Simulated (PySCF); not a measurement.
# `ClC=C=CCl`, C3H2Cl2

Molfile (atoms numbered from 1):
```
C3H2Cl2
     RDKit          3D

  7  6  0  0  0  0  0  0  0  0999 V2000
   -2.4610   -0.5827    0.7389 Cl  0  0  0  0  0  0  0  0  0  0  0  0
   -1.2652    0.2337   -0.2006 C   0  0  0  0  0  0  0  0  0  0  0  0
    0.0095    0.0886   -0.0109 C   0  0  0  0  0  0  0  0  0  0  0  0
    1.2877   -0.0212    0.1781 C   0  0  0  0  0  0  0  0  0  0  0  0
    2.2614   -1.2071   -0.6120 Cl  0  0  0  0  0  0  0  0  0  0  0  0
   -1.6783    0.8777   -0.9673 H   0  0  0  0  0  0  0  0  0  0  0  0
    1.8431    0.6220    0.8499 H   0  0  0  0  0  0  0  0  0  0  0  0
  1  2  1  0
  2  3  2  0
  3  4  2  0
  4  5  1  0
  2  6  1  0
  4  7  1  0
M  END
```

Method used: TDDFT CAM-B3LYP/aug-cc-pVTZ circular dichroism and optical rotation, one conformer, gas phase (PySCF). Geometry: PBE0-D3(BJ)/def2-TZVP.

No stereocentre is labelled: unless the shape is locked (an allene, a helicene, a hindered biaryl), the mirror image is equally populated and a measured rotation or CD is zero.

Q: Draw the ECD and absorption spectra from the lowest 12 states, each a Gaussian of half-width 0.2 eV at 1/e height.

A: 
| E (eV) | λ (nm) | Δε (L mol⁻¹ cm⁻¹) | ε (L mol⁻¹ cm⁻¹) |
| --- | --- | --- | --- |
| 4.64 | 267 | -0.01 | 0 |
| 4.74 | 261 | -0.05 | 0.163 |
| 4.84 | 256 | -0.29 | 1.02 |
| 4.94 | 251 | -1.00 | 4.08 |
| 5.04 | 246 | -2.10 | 10.8 |
| 5.14 | 241 | -2.66 | 19.2 |
| 5.24 | 236 | -2.03 | 22.9 |
| 5.34 | 232 | -0.92 | 18.1 |
| 5.44 | 228 | -0.24 | 9.18 |
| 5.54 | 224 | -0.04 | 2.95 |
| 5.64 | 220 | -0.01 | 0.783 |
| 5.74 | 216 | -0.05 | 2.13 |
| 5.84 | 212 | -0.31 | 12.7 |
| 5.94 | 209 | -1.15 | 47.6 |
| 6.04 | 205 | -2.60 | 108 |
| 6.14 | 202 | -3.60 | 153 |
| 6.24 | 199 | -3.13 | 195 |
| 6.34 | 195 | -2.27 | 825 |
| 6.44 | 192 | -1.86 | 5120 |
| 6.54 | 189 | +6.51 | 21000 |
| 6.64 | 187 | +41.82 | 53300 |
| 6.74 | 184 | +95.93 | 82700 |
| 6.84 | 181 | +115.79 | 78600 |
| 6.94 | 179 | +83.84 | 45800 |
| 7.04 | 176 | +44.33 | 16700 |
| 7.14 | 174 | +23.44 | 4260 |
| 7.24 | 171 | +13.76 | 1390 |

Δε uses R in velocity form, ε uses f in length form. Only the states computed contribute, so the short-wavelength end is incomplete.
